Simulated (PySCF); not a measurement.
PH⁺: energy against distance

Set-up: P 6-31G(d,p), H 6-31G(d,p); no relativity (PySCF 2.14). Energies in eV from P⁺ + H in their ground configurations at the same level. State: ²Π (doublet), unpaired electrons π ↑.

| R (Å) | UHF-CCSD(T) |
| --- | --- |
| 1.292 | -2.894 |
| 1.349 | -3.055 |
| 1.392 | -3.108 |
| 1.435 | -3.114 |
| 1.478 | -3.083 |
| 1.536 | -2.997 |
| 1.607 | -2.836 |
| 1.693 | -2.594 |

**Question.** Put a parabola through the three lowest points of the UHF-CCSD(T) curve and estimate Re, k and ωe (reduced mass 0.9761 u; 1 eV/Å² = 0.16022 mdyn/Å; ωe = 1302.8·√(k/μ) cm⁻¹).

**Answer.** Through R = 1.392, 1.435, 1.478 Å the second-order coefficient is 10.0 eV/Å², so Re ≈ 1.420 Å, k ≈ 3.21 mdyn/Å and ωe ≈ 2361 cm⁻¹. A polynomial fit of higher order to the unrounded UHF-CCSD(T) energies gives Re = 1.420 Å, k = 3.48 mdyn/Å, ωe = 2458 cm⁻¹; anharmonicity and rounding make the difference.

The higher-order fit for each curve: UHF-CCSD(T): Re = 1.420 Å, ωe = 2458 cm⁻¹, De = 3.12 eV.

Correlated steps freeze 5 core orbitals. Correlated levels converge slowly with the basis: in double zeta they bind strong bonds too weakly, by up to about 1 eV, and carry superposition errors of some tenths. For an ion De counts to the pair picked by the measured ionisation energies or electron affinities, which need not be the lowest pair at this level. The state was picked by a PBE0 search and need not be the measured ground state.
